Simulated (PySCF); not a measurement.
## Partial charges of `C=C[C@H](C)[O-]`

C4H7O (charge -1).
Numbering: `[CH2:1]=[CH:2][C@H:3]([CH3:4])[O-:5]` (hydrogens: H6, H7 on C1; H8 on C2; H9 on C3; H10, H11, H12 on C4)

Cartesian coordinates in Å at the GFN2-xTB level; atoms count from 1:
```
atom  x, y, z in Å
C1     1.9516    0.4050    0.5589
C2     0.8715   -0.3144    0.2775
C3    -0.4004    0.2045   -0.3718
C4    -1.6334   -0.2790    0.4764
O5    -0.3835   -0.2131   -1.6242
H6     1.9326    1.4849    0.5226
H7     2.9112   -0.0361    0.8092
H8     0.9358   -1.3981    0.2975
H9    -0.3997    1.3418   -0.2623
H10   -1.5674    0.0858    1.5045
H11   -1.6626   -1.3678    0.4833
H12   -2.5545    0.0859    0.0230
```

Density: PBE0/pcSseg-1 (PySCF); schemes: Mulliken, IAO, Hirshfeld and ESP-fitted. The structure is a single GFN2-xTB conformer in the gas phase; no vibrational or solvent corrections. The pcSseg-1 basis has no diffuse functions, a weakness for an anion. The HOMO energy is positive at this level (+0.38 eV), so the outermost electrons may be held by the finite basis alone.

Task: What partial charge does each atom carry?

Result: In e:

| atom | environment | Mulliken | IAO | Hirshfeld | ESP-fitted |
| --- | --- | --- | --- | --- | --- |
| C1 | terminal =CH2 carbon | -0.239 | -0.409 | -0.190 | -0.635 |
| C2 | alkene CH carbon | -0.173 | -0.134 | -0.066 | -0.157 |
| C3 | sp3 carbon bound to oxygen | +0.126 | +0.172 | -0.013 | +0.796 |
| C4 | methyl carbon | -0.261 | -0.461 | -0.170 | -0.683 |
| O5 | alkoxide oxygen | -0.702 | -0.810 | -0.529 | -0.886 |
| H6 | vinylic hydrogen | +0.061 | +0.112 | +0.003 | +0.160 |
| H7 | vinylic hydrogen | +0.050 | +0.102 | -0.003 | +0.160 |
| H8 | vinylic hydrogen | +0.045 | +0.114 | +0.012 | +0.109 |
| H9 | methine hydrogen | -0.048 | +0.003 | -0.042 | -0.167 |
| H10 | methyl hydrogen | +0.033 | +0.093 | -0.007 | +0.073 |
| H11 | methyl hydrogen | +0.049 | +0.107 | +0.002 | +0.110 |
| H12 | methyl hydrogen | +0.058 | +0.111 | +0.003 | +0.121 |

Mean size of the charges over all atoms: ESP-fitted 0.338 e, IAO 0.219 e, Mulliken 0.154 e, Hirshfeld 0.087 e. Each set sums to the total charge, -1, to within 0.001 e. The IAO scheme counts the electrons in orthogonalised intrinsic atomic orbitals, a minimal basis polarised so that it spans the occupied orbitals exactly.

Lowest charge. All schemes agree: Mulliken O5 (-0.702); IAO O5 (-0.810); Hirshfeld O5 (-0.529); ESP-fitted O5 (-0.886).

Highest charge. The schemes don't all agree: Mulliken C3 (+0.126); IAO C3 (+0.172); Hirshfeld H8 (+0.012); ESP-fitted C3 (+0.796).

Task: How closely do the schemes follow one another over all atoms?

Result: Correlation coefficient and root-mean-square difference: Mulliken with IAO 0.98, 0.094 e; Mulliken with Hirshfeld 0.97, 0.084 e; IAO with Hirshfeld 0.95, 0.163 e; IAO with ESP-fitted 0.91, 0.210 e; Mulliken with ESP-fitted 0.88, 0.269 e; Hirshfeld with ESP-fitted 0.79, 0.337 e.

Task: Sum the charges by element, for elements with more than one atom.

Result: 
```
element  atoms  Mulliken     IAO  Hirshfeld  ESP-fitted
      C      4    -0.547  -0.832     -0.440      -0.679
      H      7    +0.249  +0.642     -0.031      +0.566
```
